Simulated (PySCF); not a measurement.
**Multinuclear NMR of C2HFN2O**

Geometry (Å), atoms numbered from 1 in this order:
```xyz
7

F     1.8381   -0.8102   -0.3197
C     0.6025   -0.4432   -0.0599
C     0.1213    0.7992    0.2823
O    -1.1899    0.6478    0.4390
N    -1.4883   -0.6588    0.1960
N    -0.4499   -1.2884   -0.0924
H     0.5695    1.7585    0.4272
```

Level of theory: geometry from GFN2-xTB, shielding tensors at PBE0/pcSseg-1 (GIAO), B3LYP/pcJ-1 coupling constants, in PySCF 2.14 (gas phase, a single conformation, relativity neglected).

(1) Predict the 19F NMR data.

(2) Predict the 15N NMR data.

(3) Where does 17O resonate?

Results:

(1) 
| atoms | environment | σ (ppm) | δ (ppm) |
| --- | --- | --- | --- |
| F1 | aryl fluorine | 334.4 | -155.8 |

Shieldings were converted by a linear fit to measured shifts: 19F: δ = 146.13 − 0.903σ +14.6 on sp3 carbon (rms 6.0 ppm, 223 shifts, 7.0 ppm with the 5 outliers that the fit left out vs CFCl3, solution or neat liquid). Occasional misses reach two or three times the rms, and more in compound classes unlike the fitted ones. Couplings are scaled by factors fitted to measured values: 1J(C,F) × 0.77 (rms 8.7 Hz), 2J(C,F) × 1.14 (rms 1.9 Hz, 10.1 with 1 outliers); all others are unscaled and can be 10–30 % off.

Couplings (the largest are listed; each averaged over equivalent pairs): 1J(F1,C2) = -257.1 Hz, 2J(F1,C3) = 32.4 Hz, 2J(F1,N6) = -21.8 Hz, 3J(F1,O4) = 10.3 Hz, 3J(F1,H7) = -8.9 Hz, 3J(F1,N5) = 8.0 Hz.

On a 400 MHz spectrometer 19F resonates near 376.4 MHz, so 1 ppm is 376.4 Hz.

(2) 
```csv
atoms,environment,σ (ppm),δ (ppm)
N5,pyridine-type nitrogen of an azole,-179.3,17.2
N6,pyridine-type nitrogen of an azole,-105.6,-50.8
```

Shieldings were converted by a linear fit to measured shifts: 15N (scatter 6.3 ppm rms vs CH3NO2, solution or neat liquid). A few per cent of atoms miss by over 2 rms, more outside the fitted compound classes. Couplings are scaled by factors fitted to measured values: 1J(C,F) × 0.77 (rms 8.7 Hz), 2J(C,F) × 1.14 (rms 1.9 Hz, 10.1 with 1 outliers); all others are unscaled and can be 10–30 % off.

Couplings (the largest are listed; each averaged over equivalent pairs): 1J(O4,N5) = -46.1 Hz, 1J(N5,N6) = -17.0 Hz, 1J(C2,N6) = 2.7 Hz, 2J(F1,N6) = -21.8 Hz, 2J(C2,N5) = 3.0 Hz, 2J(O4,N6) = 2.3 Hz, 2J(C3,N6) = -1.7 Hz, 3J(F1,N5) = 8.0 Hz, 3J(N6,H7) = -1.4 Hz. Signs are for 15N, whose magnetogyric ratio is negative.

On a 600 MHz spectrometer 15N resonates near 60.8 MHz, so 1 ppm is 60.8 Hz.

(3) 
```csv
atoms,environment,σ (ppm),δ (ppm)
O4,aromatic ring oxygen,-134.9,389.5
```

Shieldings were converted by a linear fit to measured shifts: 17O: δ = 266.70 − 0.911σ (rms 10.7 ppm, 155 shifts, 12.2 ppm with the 3 outliers that the fit left out vs liquid water, solution or neat liquid). Occasional misses reach two or three times the rms, and more in compound classes unlike the fitted ones. Couplings are scaled by factors fitted to measured values: 1J(C,F) × 0.77 (rms 8.7 Hz), 2J(C,F) × 1.14 (rms 1.9 Hz, 10.1 with 1 outliers); all others are unscaled and can be 10–30 % off.

Couplings (the largest are listed; each averaged over equivalent pairs; quadrupolar broadening usually hides them): 1J(O4,N5) = -46.1 Hz, 1J(C3,O4) = 33.0 Hz, 2J(O4,H7) = -21.0 Hz, 2J(C2,O4) = -12.8 Hz, 2J(O4,N6) = 2.3 Hz, 3J(F1,O4) = 10.3 Hz.

On a 600 MHz spectrometer 17O resonates near 81.3 MHz, so 1 ppm is 81.3 Hz.
